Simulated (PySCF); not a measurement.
Molecule: SMILES O=C(O)C1CC1, C4H6O2.

Atoms are numbered as in `[O:1]=[C:2]([OH:3])[CH:4]1[CH2:5][CH2:6]1` (H(Xn): hydrogen on atom n). Ha(C5), Ha(C6) are cis to C2 on the ring; Hb(C5), Hb(C6) are trans to C2 on the ring.

Spin–spin couplings on one PBE0-D3(BJ)/def2-SVP geometry, PySCF, gas phase, non-relativistic, equivalent pairs averaged (without the spin–dipole term); isotopes 1H; functional B3LYP.

Reference values (Hz): 3J(H(C4),Hb(C5)) = 8.0 (measured; solution (compiled); Pretsch, Buehlmann, Badertscher, Structure Determination of Organic Compounds, 4th ed., Springer 2009); 3J(H(C4),Ha(C5)) = 4.6 (measured; solution (compiled); Pretsch, Buehlmann, Badertscher, Structure Determination of Organic Compounds, 4th ed., Springer 2009); 2J(Hb(C5),Ha(C5)) = -4.0 (measured; solution (compiled); Pretsch, Buehlmann, Badertscher, Structure Determination of Organic Compounds, 4th ed., Springer 2009).

Task: How do the couplings (Hz) change with the basis set? Times are CPU seconds on shared hosts with different chips, so compare them loosely. Far from the basis limit: 6-31G*, 6-31G-J, pcJ-0, def2-TZVP, cc-pVTZ.

Result: 
| basis set | functions | 3J(H(C4),Hb(C5)) | 3J(H(C4),Ha(C5)) | 2J(Hb(C5),Ha(C5)) | mean abs. error | core-s |
| --- | --- | --- | --- | --- | --- | --- |
| 6-31G* | 96 | 8.1 | 3.4 | -6.9 | 1.4 | 5.7 |
| 6-31G-J | 96 | 9.8 | 4.3 | -7.9 | 2.0 | 5.6 |
| pcJ-0 | 96 | 8.2 | 4.6 | -5.5 | 0.6 | 5 |
| pcJ-1 | 222 | 9.5 | 5.5 | -4.7 | 1.0 | 20 |
| def2-TZVP | 222 | 7.8 | 4.2 | -3.5 | 0.3 | 19 |
| cc-pVTZ | 264 | 7.9 | 4.3 | -3.6 | 0.2 | 25 |

Errors compare magnitudes, without vibrational corrections, and the largest couplings weigh most in the mean. Closest: cc-pVTZ and def2-TZVP, practically level; furthest: 6-31G-J.

The Fermi-contact term samples the wavefunction at the nucleus, which is why sets with added tight s functions (names with J) are made for couplings. Agreement of an ordinary basis with the reference is then largely a cancellation of errors.
